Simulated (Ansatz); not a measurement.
```yaml
crystal:
  periodic: [false, false, false]
  atoms:
    - {symbol: F, position_ang: [0.408233, -1.137637, 1.314555]}
    - {symbol: C, position_ang: [0.672884, -0.311415, 0.282298]}
    - {symbol: F, position_ang: [1.286894, -1.039984, -0.671847]}
    - {symbol: C, position_ang: [-0.639680, 0.230668, -0.271590]}
    - {symbol: Cl, position_ang: [-0.309882, 1.248264, -1.670125]}
    - {symbol: Cl, position_ang: [-1.486870, 1.117763, 0.991552]}
    - {symbol: H, position_ang: [1.340913, 0.487393, 0.617063]}
    - {symbol: H, position_ang: [-1.272502, -0.595061, -0.591906]}
basis:
  gaussian: {orbitals: x2c-TZVPPall, fitting: {mean_field: cc-pVTZ-jkfit}}
magnetization: {spin_polarized: true, initial_magnetization: 1}
hamiltonian: {xc: {name: r2SCANh}}
accuracy: high
scf: {lower_state_search: full}
output: {forces: true}
```

```sh
$ ansatz run in.yaml --threads 4 --pin off --events-out ev --progress --plain --max-ram 10444MiB
```

It prints (some lines left out):

```
Error: a molecule whose nuclei and cores have a total charge of 66 cannot have a net charge of 0 together with 1 unpaired electrons
```

Q: What is wrong with this run?

A: The number of unpaired electrons doesn't fit the electron count. The input was rejected before any iteration.
